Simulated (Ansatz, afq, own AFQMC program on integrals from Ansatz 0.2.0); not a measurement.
Atomization energy of AlH, triplet

```xyz
2

Al    0.0000    0.0000    0.0000
H     0.0000    0.0000    1.6045
```

Atoms in their ground-state spins without spin–orbit coupling (mostly on UHF) minus the molecule (UHF), without zero-point energy. The geometry is a stationary point, not shown to be a minimum.

Basis cc-pVQZ. Noble-gas cores (and the filled d shells of Ga–Kr and In–Xe) are frozen. AFQMC by an in-house program on the Cholesky factors that Ansatz 0.2.0 writes for its CCSD(T) run. ph-AFQMC/CISD is guided by a CISD state made of CCSD amplitudes; releasing the constraint for a short imaginary time cuts its bias at the price of noise, slowly where states lie close. Free projection: walkers drawn from exp(T), propagated without any constraint. Its projection time is finite, and what remains of the start isn't in its error. ± is one standard error of the sampling. The errors of all members are added in quadrature.

Full CI is exact in this basis; where marked, its frozen core comes from its own orbitals, which moves totals by up to a few meV.

Errors are counted within cc-pVQZ, not against nature.

Cautions: AlH (triplet): lower spins were not checked, full CI with its own frozen core.

| level | atomization energy (kcal/mol) |
| --- | --- |
| MP2 | 29.9 |
| CCSD | 29.6 |

(1) From these cheaper values, estimate the atomization energy at the reference level in cc-pVQZ.

(1) 29.9 kcal/mol (full CI in cc-pVQZ).

```
         level  atomization energy (kcal/mol)  error against FCI (kcal/mol)
            HF                           25.8                          -4.1
       CCSD(T)                           29.8                          -0.1
   ph-AFQMC/HF                     32.0 ± 0.4                     2.1 ± 0.4
 ph-AFQMC/CISD                    29.8 ± 0.04                   -0.1 ± 0.04
released AFQMC                     29.7 ± 0.1                    -0.1 ± 0.1
    free AFQMC                    29.9 ± 0.02                    0.0 ± 0.02
```

Correlation beyond CCSD(T) adds 0.1 kcal/mol. The perturbative (T) step is worth +0.2 kcal/mol.

Free projections are given only where their last times agree within the noise and don't stop above the reference; a slow remainder of the start can still hide under it. A walk keeps the symmetry of its determinant, which the program's search chose and which needn't be the lowest solution, so a lower state of the same spin and another symmetry isn't excluded. Released energies are given only where the last usable release times agree within the noise; a slower fall can still hide under it.
